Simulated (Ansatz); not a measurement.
Turn this script for Ansatz's Python interface into the input file that the command-line program reads.

`opt_c3h3f3.py`:
```python
from dataclasses import dataclass
import itertools
import warnings

import ansatz as az
from ase.data import atomic_numbers, covalent_radii
import numpy as np


@dataclass(frozen=True)
class Settings:
    basis_set: str = "def2-SVP"
    functional: str = "pbe"


opts = Settings()

GEOMETRY = """
C    -0.04700   -1.41500    0.34220
C     0.34110   -0.10960    0.40260
F     1.23960    0.16930    1.33780
C    -0.01870    1.02270   -0.49660
F    -0.93470    0.57900   -1.49110
F    -0.77310    1.97590    0.20440
H    -0.80910   -1.66790   -0.40020
H     0.31700   -2.10410    1.01080
H     0.77340    1.50350   -0.92700
"""

warnings.simplefilter("ignore", az.DeckWarning)

molecule = az.Crystal.molecule()
for line in GEOMETRY.strip().splitlines():
    symbol, *xyz = line.split()
    molecule = molecule.atom(symbol, [float(v) for v in xyz])

calculation = (
    molecule.calculation()
    .basis(gaussian=opts.basis_set)
    .functional(opts.functional)
)
symbols = [site.symbol for site in molecule.cartesian_sites]
start = np.array([site.position_ang for site in molecule.cartesian_sites], dtype=float)
r = calculation.relax(force_tolerance=0.02).run(threads=1).report
end = np.array(r["positions_ang"])

for key in ("converged", "free_energy_ev", "reference_energy_ev", "n_frozen", "n_occupied", "n_virtual"):
    print(f"{key:22s} {r[key]}")

radius = [covalent_radii[atomic_numbers[s]] for s in symbols]
span = lambda where, i, j: np.linalg.norm(where[i] - where[j])
bonded = [(i, j) for i, j in itertools.combinations(range(len(symbols)), 2) if min(span(start, i, j), span(end, i, j)) < 1.2 * (radius[i] + radius[j])]
print("pair        before    after (A)")
for i, j in bonded:
    print(f"{symbols[i]}{i}-{symbols[j]}{j}".ljust(10), f"{span(start, i, j):8.4f} {span(end, i, j):8.4f}")
```

```console
$ python opt_c3h3f3.py
converged              True
free_energy_ev         -11289.244100941198
reference_energy_ev    -11289.244100941198
n_frozen               0
n_occupied             [24, 24]
n_virtual              [75, 75]
pair        before    after (A)
C0-C1        1.3632   1.3372
C0-H6        1.0936   1.0971
C0-H7        1.0268   1.0989
C1-F2        1.3265   1.3463
C1-C3        1.4900   1.5109
C3-F4        1.4230   1.3622
C3-F5        1.4033   1.3681
C3-H8        1.0217   1.1164
```

`input.yaml`:
```yaml
crystal:
  periodic: [false, false, false]
  atoms:
    - { symbol: C, position_ang: [-0.047, -1.415, 0.3422] }
    - { symbol: C, position_ang: [0.3411, -0.1096, 0.4026] }
    - { symbol: F, position_ang: [1.2396, 0.1693, 1.3378] }
    - { symbol: C, position_ang: [-0.0187, 1.0227, -0.4966] }
    - { symbol: F, position_ang: [-0.9347, 0.579, -1.4911] }
    - { symbol: F, position_ang: [-0.7731, 1.9759, 0.2044] }
    - { symbol: H, position_ang: [-0.8091, -1.6679, -0.4002] }
    - { symbol: H, position_ang: [0.317, -2.1041, 1.0108] }
    - { symbol: H, position_ang: [0.7734, 1.5035, -0.927] }
basis:
  gaussian:
    orbitals: def2-SVP
hamiltonian:
  xc: pbe
relax:
  f_tol: 0.02
```

Caveats:
- Total energies depend on the basis set; only differences at equal settings carry meaning.
- The end point is the stationary point reached from this start; no frequency run checks that it is a minimum, and the basis set is modest.
- Hardware and time: 21 s on 1 thread of Arm Neoverse V2, with other jobs on the host, peak memory 0.2 GiB.

(Lines on the test bed's own set-up are left out of the output.)
